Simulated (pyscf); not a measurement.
O=SnH–OH → O=Sn=O + H₂, an elimination (singlet surface; H–Sn, H–O broken, H–H formed). Optimised with ωB97X-D3(BJ)/def2-SVP in PySCF. Energies in kcal/mol from the reactant's lowest minimum found.

Small-basis levels: PySCF, no dispersion term, spherical d functions. AM1 to PM7: differences of heats of formation from MOPAC, which are fitted to 298 K values and so differ in kind from electronic energies by zero-point and thermal terms. GFN2-xTB: tblite. 

```csv
level,barrier,reaction energy
HF/6-31G*+LANL2DZ,94.0,+63.1
MP2/6-31G*+LANL2DZ,72.1,+38.7
SVWN5/6-31G*+LANL2DZ,60.7,+50.0
BP86/6-31G*+LANL2DZ,61.5,+39.5
B3LYP/6-31G*+LANL2DZ,___,+45.1
M06-2X/6-31G*+LANL2DZ,75.2,+52.6
B3LYP/6-311+G**+LANL2DZ,___,+48.9
PBE/def2-SVP,57.9,+41.6
GFN2-xTB,68.7,+38.6
PM3,75.6,+25.4
PM6,58.9,+13.1
PM7,69.0,+29.6
ωB97M-D3(BJ)/def2-TZVP,___,+46.7
```

**Question.** What belongs in the gaps?

**Answer.** 
- B3LYP/6-31G*+LANL2DZ, barrier: 69.4
- B3LYP/6-311+G**+LANL2DZ, barrier: 71.6
- ωB97M-D3(BJ)/def2-TZVP, barrier: 68.4

Against the last row the barrier runs from -10.5 (PBE/def2-SVP) to +25.6 kcal/mol (HF/6-31G*+LANL2DZ). ωB97M-D3(BJ)/def2-TZVP has limits of its own. On the reactant side the descent ends in a point that may be a rotor saddle (no frequency run), 2.7 kcal/mol over the lowest minimum found and 65.9 kcal/mol under the saddle at ωB97X-D3(BJ)/def2-TZVP. At the saddle there is also a short H–Sn contact that neither side keeps. The same reactants have a lower exit, to O=Sn: [singlet] + H₂O (barrier +37.3 kcal/mol at ωB97M-D3(BJ)/def2-TZVP, against +68.4 kcal/mol here). O=SnH–OH lies 65.7 kcal/mol over its isomer HO–Sn:–OH [singlet] (electronic energy, ωB97M-D3(BJ)/def2-TZVP). This is the saddle that the search found; another between the same sides may lie lower. In the def2 sets elements past Kr carry core potentials, without spin-orbit coupling.
